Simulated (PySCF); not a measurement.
# One shape, several levels: [NO2]− (nitrite)

We compute a comparison of 6 runs (B2PLYP/def2-TZVPPD, B3LYP/def2-TZVPPD, M06-2X/def2-TZVPPD, revPBE/def2-TZVPPD, wB97X/def2-TZVPPD, CCSD(T)/def2-TZVPPD) of [NO2]− (nitrite). Input form: a Python script.

The results are computed with PySCF 2.14.0.

1 further run of the same task is left out (set aside as unsound or not needed).

## Step 1: The system as given

[NO2]−: 3 atoms, total charge -1, spin state singlet. SMILES: `O=N[O-]`. Geometry: relaxed at PBE0-D4/def2-TZVPD.

Bond lengths: O1–N2 1.245 Å, N2–O3 1.245 Å. Angles: O1–N2–O3 116.8°.

## Step 2: The energy at B2PLYP/def2-TZVPPD (run 1)

File job.py:

```python
from pyscf import gto, dft, mp

molecule = gto.M(
    atom='O 0.322840 0.992650 0.287620; N 0.325750 -0.245400 0.151990; O -0.648590 -0.747260 -0.439610',
    spin=0,
    charge=-1,
    basis='def2-tzvppd',
    max_memory=1860,
    verbose=3,
)

ks = dft.RKS(molecule, xc='0.53*HF + 0.47*B88, 0.73*LYP')
ks.grids.level = 5
ks.conv_tol = 1e-10
ks.kernel()
if not ks.converged:
    ks = ks.newton().run(ks.mo_coeff, ks.mo_occ)

pt = mp.MP2(ks, frozen=3).run()
e_final = ks.e_tot + 0.27 * pt.e_corr
print('PT2 part  %.8f' % (0.27 * pt.e_corr))
print('E = %.10f Eh' % e_final)
```

The run is started by

```sh
$ OMP_NUM_THREADS=1 python job.py
```

The program printed:

```text
converged SCF energy = -204.886675335997
E(RMP2) = -205.746012788653  E_corr = -0.859337452655807
E(SCS-RMP2) = -205.714438511834  E_corr = -0.827763175837164
PT2 part  -0.23202111
E = -205.1186964482 Eh
```

It took 12 s on 1 thread of Arm Neoverse V2, shared host; peak memory 0.61 GiB.

## Step 3: A single-point energy at B3LYP/def2-TZVPPD (run 2)

File job.py:

```python
# nitrite
from pyscf import gto, dft

mol = gto.M(
    atom='''
O    0.322840   0.992650   0.287620
N    0.325750  -0.245400   0.151990
O   -0.648590  -0.747260  -0.439610
''',
    charge=-1,
    max_memory=1860,
    verbose=3,
    basis='def2-tzvppd',
)

ks = dft.RKS(mol)
ks.xc = 'b3lyp'
ks.grids.level = 5
ks.conv_tol = 1e-10
ks.kernel()
if not ks.converged:
    ks = ks.newton().run(ks.mo_coeff, ks.mo_occ)

e_final = ks.e_tot
print(f'total energy: {e_final:.8f} hartree')
```

The run is started by

```sh
$ OMP_NUM_THREADS=1 python job.py
```

The program printed:

```text
converged SCF energy = -205.24880979927
total energy: -205.24880980 hartree
```

Wall time 11 s (1 thread of Arm Neoverse V2, shared host); peak memory 0.61 GiB.

Runs 3 to 5 aren't shown in full; the table further down has their settings and results.

## Step 4: A single-point energy at CCSD(T)/def2-TZVPPD (run 6)

File run.py:

```python
from pyscf import gto, cc

mol = gto.M(
    atom='O 0.322840 0.992650 0.287620; N 0.325750 -0.245400 0.151990; O -0.648590 -0.747260 -0.439610',
    basis='def2-tzvppd',
    charge=-1,
    verbose=3,
    spin=0,
    max_memory=1860,
)

hf = mol.RHF()
hf.conv_tol = 1e-10
hf.kernel()
if not hf.converged:
    hf = hf.newton().run(hf.mo_coeff, hf.mo_occ)

mycc = cc.CCSD(hf, frozen=3)
mycc.kernel()
e_t = mycc.ccsd_t()
e_tot = mycc.e_tot + e_t
print('E = %.10f Eh' % e_tot)
```

The run is started by

```sh
$ OMP_NUM_THREADS=1 python run.py
```

The program printed:

```text
converged SCF energy = -204.174312705564
E(CCSD) = -204.8558288382708  E_corr = -0.6815161327066978
CCSD(T) correction = -0.0351016686346663
E = -204.8909305069 Eh
```

Wall time 76 s (1 thread of Arm Neoverse V2, shared host); peak memory 1.7 GiB.

## Step 5: The series

```csv
run,level,frozen core orbitals,integration grid,energy (Eh),HOMO energy (eV),LUMO energy (eV),HOMO–LUMO gap (eV),wall time
1,B2PLYP/def2-TZVPPD,3,5,-205.118696,-1.65,5.82,7.47,12 s
2,B3LYP/def2-TZVPPD,–,5,-205.248810,0.07,5.19,5.12,11 s
3,M06-2X/def2-TZVPPD,–,5,-205.161609,-1.69,5.28,6.97,25 s
4,revPBE/def2-TZVPPD,–,5,-205.202961,1.48,4.43,2.95,10 s
5,wB97X/def2-TZVPPD,–,5,-205.193048,-2.63,6.82,9.45,20 s
6,CCSD(T)/def2-TZVPPD,3,–,-204.890931,-4.21,6.50,10.71,76 s
```

## Step 6: Summary of results

| quantity | value |
| --- | --- |
| run 6: total energy | -204.89093 Eh |
| run 6: HOMO energy (Hartree–Fock orbitals) | -4.21 eV |
| run 6: LUMO energy (Hartree–Fock orbitals) | 6.50 eV |
| run 6: HOMO–LUMO gap (to an unbound level, set by the basis) | 10.71 eV |
| run 6: correlation energy (3 core orbitals frozen) | -716.6 mEh |
| run 6: (T) correction | -35.10 mEh |
| run 6: T1 diagnostic | 0.025 |

What this shows: Over runs 1, 2, 3, 4, 5 the HOMO–LUMO gap runs from 2.95 eV (revPBE/def2-TZVPPD) to 9.45 eV (wB97X/def2-TZVPPD). The empty levels of an anion lie above zero and hang on the basis. Totals of different functionals can't be ranked against each other. In runs 2, 4 the HOMO lies above zero, so the outermost electron may be held by the basis alone. All runs together took 2.6 min, the longest 76 s.
